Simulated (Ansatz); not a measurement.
# SiH₃S (quartet): from Hartree-Fock to the top rungs, cc-pVDZ

How much of the correlation energy of SiH₃S (quartet) does each wave-function method recover here?

Computed with Ansatz 0.2.0, Gaussian basis. Level: cc-pVDZ, core rule «outside noble gas», up to 10 orbitals frozen.

The runs, in order: UHF; CCSD(T) on ROHF; CCSD(T) on UHF; BCCD(T) on ROHF; CISD; CCSDT(Q) on ROHF; CCSDT(Q) on UHF; CASSCF and MRCISD+Q, 13 electrons in 11 orbitals; CASSCF and NEVPT2, 13 electrons in 11 orbitals.

22 further runs of the same task are left out: 1 for a known fault of the program, 7 that didn't finish, 14 set aside as unsound or not needed.

## (1) The geometry

The geometry is a PBE0/def2-TZVP stationary point (not a proven minimum) of the parent state, kept for this charge and spin.

5 atoms, charge 0, spin multiplicity 4.

Atoms are counted from 1 here; the program's logs count them from 0.

Bond lengths: Si1–S2 2.121 Å, Si1–H3 1.489 Å, Si1–H4 1.485 Å, Si1–H5 1.485 Å. Angles: S2–Si1–H3 103.6°, S2–Si1–H4 112.2°, S2–Si1–H5 112.2°, H3–Si1–H4 109.7°, H3–Si1–H5 109.7°, H4–Si1–H5 109.4°.

## (2) UHF

File in.yaml:

```yaml
crystal:
  periodic: [false, false, false]
  atoms:
    - {symbol: Si, position_ang: [0.000000, -0.000202, 1.052928]}
    - {symbol: S, position_ang: [0.000000, -0.004525, -1.067767]}
    - {symbol: H, position_ang: [0.000088, 1.448282, 1.400063]}
    - {symbol: H, position_ang: [1.211621, -0.649429, 1.614567]}
    - {symbol: H, position_ang: [-1.211700, -0.649282, 1.614567]}
basis:
  gaussian: {orbitals: cc-pVDZ}
magnetization: {spin_polarized: true, initial_magnetization: 3}
hamiltonian: {xc: hf}
output: {orbitals: {seedname: orbitals}}
```

The run is started by

```sh
> ansatz run in.yaml --threads 1 --pin off --events-out ev --progress --plain --max-ram 2393MiB
```

The runs that follow: CCSD(T) on ROHF; CCSD(T) on UHF; BCCD(T) on ROHF; CISD; CCSDT(Q) on ROHF; CCSDT(Q) on UHF; CASSCF and MRCISD+Q, 13 electrons in 11 orbitals; CASSCF and NEVPT2, 13 electrons in 11 orbitals.

Before running them: what should the planned runs give, taken together? Wanted: UCCSDT(Q) below the RHF energy; RMP2 from UCCSDT(Q); UMP2 from UCCSDT(Q); RCCSD from UCCSDT(Q); RCCSD(T) from UCCSDT(Q); UCCSD(T) from UCCSDT(Q); RCCSDT(Q) from UCCSDT(Q); NEVPT2 valence from UCCSDT(Q); MRCISD+Q valence from UCCSDT(Q).

The runs gave:

| quantity | value |
| --- | --- |
| UCCSDT(Q) below the RHF energy | -7.1593 eV |
| RMP2 from UCCSDT(Q) | +135.3 kJ/mol |
| UMP2 from UCCSDT(Q) | +140.2 kJ/mol |
| RCCSD from UCCSDT(Q) | +22.8 kJ/mol |
| RCCSD(T) from UCCSDT(Q) | +5.1 kJ/mol |
| UCCSD(T) from UCCSDT(Q) | +5.1 kJ/mol |
| RCCSDT(Q) from UCCSDT(Q) | +0.2 kJ/mol |
| NEVPT2 valence from UCCSDT(Q) | +140.8 kJ/mol |
| MRCISD+Q valence from UCCSDT(Q) | +7.3 kJ/mol |
| levels within 1 kcal/mol (43 meV) | RCCSDT, UCCSDT, RCCSDT(Q) |
| T1 diagnostic | 0.031 |
| effectively unpaired electrons | 3.02 |

**Reading.** RCCSD(T) misses by +5.1 kJ/mol, 0.7 % of the correlation energy. One determinant dominates. Of the multireference levels listed MRCISD+Q valence comes nearest in total energy (+7.3 kJ/mol), which doesn't show that its space is the better one. These misses are within one basis, not against nature; the frozen cores of restricted and unrestricted runs differ, which can shift their rows.
